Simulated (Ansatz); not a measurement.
Cost and result up the ladder for Li3 (the lowest doublet isomer of a short search) (3 atoms). Total charge 0; doublet. Geometry: PBE/def2-TZVP.

```
atom   x (Å)   y (Å)   z (Å)
 Li1   1.231  -0.115   0.851
 Li2   0.337   0.225  -1.789
 Li3  -1.568  -0.110   0.937
```

Ansatz on 4 threads of Arm Neoverse V1 on a shared host. Times are rough, and most runs start from the orbitals of an earlier one. PBE0/def2-TZVPD serves as the yardstick here, not as an exact answer. Differences are given only for rows in sets of like size (and for xTB, whose basis is part of the method), since another set adds its own error. Binding counts from free atoms at the same level (Li doublet; other spins of the atoms weren't run), without zero-point energy or a counterpoise term.

HSE06 is defined as in plane-wave codes, on full-range PBE exchange. Correlated methods freeze no core orbitals; core or outer-core shells of Li are correlated, in sets that lack core-valence functions. In CCSD on the charge 0 doublet the largest single amplitude is 0.19, so its Hartree–Fock determinant may place the open shell otherwise than the density functionals do. The structure comes from a short search, and lower isomers may exist.

Run but left out: MP2/def2-TZVP (⟨S²⟩ 1.13, where a pure state has 0.75).

Correlated methods converge slowly with the basis.

```csv
level,functions,wall time
PBE0/def2-SVP,27,0.35 s
PBE/def2-TZVP (with forces),42,0.4 s
PBE0/def2-TZVPD,51,0.4 s
PBE/def2-TZVPD,51,0.45 s
HSE06/def2-TZVP,42,0.45 s
RPA@PBE/def2-TZVP,42,0.45 s
CCSD(T)/def2-TZVPD,51,0.55 s
CCSD(T)/def2-TZVPP,57,0.6 s
r2SCAN0/def2-TZVP,42,0.85 s
r2SCAN/def2-TZVP,42,0.9 s
r2SCANh/def2-TZVP,42,0.9 s
PBE0/def2-TZVP,42,1 s
r2SCAN/def2-TZVPD,51,1.1 s
B97M-V/def2-TZVP,42,1.4 s
```

(1) Estimate what each level gives for the binding energy per atom (eV).

Answers

(1) 
| level | binding energy per atom (eV) | difference from PBE0/def2-TZVPD (eV) | remarks |
| --- | --- | --- | --- |
| PBE0/def2-SVP | 0.50 | – | – |
| PBE/def2-TZVP (with forces) | 0.49 | 0.02 | – |
| PBE0/def2-TZVPD | 0.47 | 0.00 | – |
| PBE/def2-TZVPD | 0.49 | 0.02 | – |
| HSE06/def2-TZVP | 0.47 | 0.00 | – |
| RPA@PBE/def2-TZVP | 0.24 | -0.23 | – |
| CCSD(T)/def2-TZVPD | 0.42 | -0.05 | large T1 (0.075), spin-contaminated (⟨S²⟩ 1.13) |
| CCSD(T)/def2-TZVPP | 0.49 | 0.02 | large T1 (0.081), spin-contaminated (⟨S²⟩ 1.19) |
| r2SCAN0/def2-TZVP | 0.48 | 0.00 | spin-contaminated (⟨S²⟩ 0.86) |
| r2SCAN/def2-TZVP | 0.47 | 0.00 | spin-contaminated (⟨S²⟩ 0.86) |
| r2SCANh/def2-TZVP | 0.47 | 0.00 | spin-contaminated (⟨S²⟩ 0.86) |
| PBE0/def2-TZVP | 0.47 | 0.00 | – |
| r2SCAN/def2-TZVPD | 0.47 | 0.00 | spin-contaminated (⟨S²⟩ 0.86) |
| B97M-V/def2-TZVP | 0.49 | 0.02 | – |
